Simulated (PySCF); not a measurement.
These 5 structures share the formula C3H4ClF. The calculation used PBE0-D3(BJ)/def2-SVP geometry optimisation, gas phase (PySCF 2.14.0). One conformer each; no zero-point energy, no entropy. No frequencies were run at this level. Point groups hold within 0.08 Å.

Problem. Rank from lowest to highest electronic energy at this level (kcal/mol).
A. `C/C(Cl)=C\F`
B. `[CH2:1]=[C:2]([F:3])[CH2:4][Cl:5]` with C1–C2–C4–Cl5 117°
C. `F[C@@H]1C[C@@H]1Cl`
D. `C/C(Cl)=C/F`
E. `[F:1]/[CH:2]=[CH:3]\[CH2:4][Cl:5]` with C2–C3–C4–Cl5 119°

Solution. A (0.0), D (0.6), B (1.5), E (2.5), C (9.5).

As drawn, the lowest has a C=C bond outside aromatic rings, which the highest lacks; the highest has a three-membered ring, which the lowest lacks. Neighbours under 2.5 kcal/mol apart (C/C(Cl)=C\F and C/C(Cl)=C/F; C/C(Cl)=C/F and C=C(F)CCl; C=C(F)CCl and F/C=C\CCl) can change places with a better method, another conformer or zero-point energy. C/C(Cl)=C\F and C/C(Cl)=C/F are stereoisomers, 0.6 kcal/mol apart in the conformers taken.

| SMILES | E (Eh) | E rel (kcal/mol) | dipole (D) | point group | A, B, C (MHz) |
| --- | --- | --- | --- | --- | --- |
| C/C(Cl)=C\F | -676.05235 | 0.0 | 0.45 | Cs | 7796, 2445, 1883 |
| C/C(Cl)=C/F | -676.05146 | 0.6 | 2.45 | Cs | 5052, 3498, 2094 |
| C=C(F)CCl | -676.04997 | 1.5 | 2.29 | C1 | 8028, 2407, 2071 |
| F/C=C\CCl | -676.04832 | 2.5 | 2.02 | C1 | 11334, 1756, 1665 |
| F[C@@H]1C[C@@H]1Cl | -676.03725 | 9.5 | 2.59 | C1 | 7014, 3120, 2462 |

Problem. As an exercise, what shares would exp(−E/RT) give at 500 K from these electronic energies alone (no entropy, no degeneracies)?

Solution. RT = 0.994 kcal/mol: C/C(Cl)=C\F 53.5 %, C/C(Cl)=C/F 30.5 %, C=C(F)CCl 11.9 %, F/C=C\CCl 4.2 %, F[C@@H]1C[C@@H]1Cl under 0.1 %.
